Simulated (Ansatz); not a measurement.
A relaxed structure of HfN. Level of theory: r2SCAN (plane waves to 500 eV, PAW, scalar-relativistic; Ansatz, an electronic-structure program).

```
CELL_PARAMETERS angstrom
      0.00000     2.26295     2.26295
      2.26295     0.00000     2.26295
      2.26295     2.26295     0.00000
ATOMIC_POSITIONS crystal
  Hf 0.00000 0.00000 0.00000
  N  0.50000 0.50000 0.50000
```

### Question
Determine the symmetry and give the standard cell with its independent sites.

### Answer
Space group Fm-3m (No. 225); a = b = c = 4.526 Å, α = β = γ = 90.00°

```csv
atom,site,symmetry,x,y,z
Hf,4a,m-3m,0.0000,0.0000,0.0000
N,4b,m-3m,0.5000,0.5000,0.5000
```

This is the rock salt type.

### Question
Give the shortest distances between elements (the closest pairs, up to four, under 3.6 Å).

### Answer
Hf–N 2.26 Å; Hf–Hf 3.20 Å; N–N 3.20 Å.

The volume per atom is 11.59 Å³ and the density comes out as 13.79 g/cm³. The band gap is zero (metallic).

No spin polarisation in the result. The relaxed primitive cell holds an odd number of electrons. A magnetic state may lie lower.

Measured for HfN: a 4.519 Å (0 K or low temperature; as listed in Guo-Xu Zhang et al., New Journal of Physics (2018)). Computed minus measured — a: r2SCAN +0.2 %. The computed values are for a static lattice.

The run could not lose the symmetry of its start; a randomly shaken copy of 4 atoms returns to this structure.
